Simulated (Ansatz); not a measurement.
# CH2FO: the cost of one run

Program: Ansatz 0.2.0, Gaussian basis. Level of theory: BLYP-D4/def2-SVP. These are calculated values, not measurements.

## (1) The starting structure

The start, a pair relaxed at PBE0-D4: SMILES `[F-].C=O`, 5 atoms, charge -1, spin multiplicity 1.

Atoms are counted from 1 here; the program's logs count them from 0.

Bond lengths: C2–O3 1.256 Å, C2–H4 1.122 Å, C2–H5 1.122 Å. Angles: O3–C2–H4 118.3°, O3–C2–H5 118.3°, H4–C2–H5 109.4°.

As a file:

```xyz
5
CH2FO
F     0.0835   -0.0596   -1.4237
C    -0.0318    0.0236    0.1646
O    -0.9823    0.7391    0.5676
H    -0.0856   -1.0823    0.3440
H     1.0161    0.3793    0.3474
```

## (2) Dynamics

Contents of md/in.yaml:

```yaml
crystal:
  periodic: [false, false, false]
  atoms:
    - {symbol: F, position_ang: [0.083487, -0.059622, -1.423675]}
    - {symbol: C, position_ang: [-0.031772, 0.023563, 0.164644]}
    - {symbol: O, position_ang: [-0.982264, 0.739083, 0.567589]}
    - {symbol: H, position_ang: [-0.085563, -1.082293, 0.343980]}
    - {symbol: H, position_ang: [1.016113, 0.379269, 0.347363]}
basis:
  gaussian: {orbitals: def2-SVP}
total_charge: -1
hamiltonian: {xc: {name: BLYP}, dispersion: d4}
md: {n_steps: 60, timestep: 0.25, temperature: 1500, ensemble: nvt_langevin, seed: 700, friction: 0.002, initial_velocities: maxwell_boltzmann}
```

Run with:

```
> ansatz run in.yaml --threads 2 --pin off --events-out ev --progress --plain --max-ram 5222MiB
```

**Question.** How long does this run take on 2 threads of Arm Neoverse V1, shared host?

About 30 s.
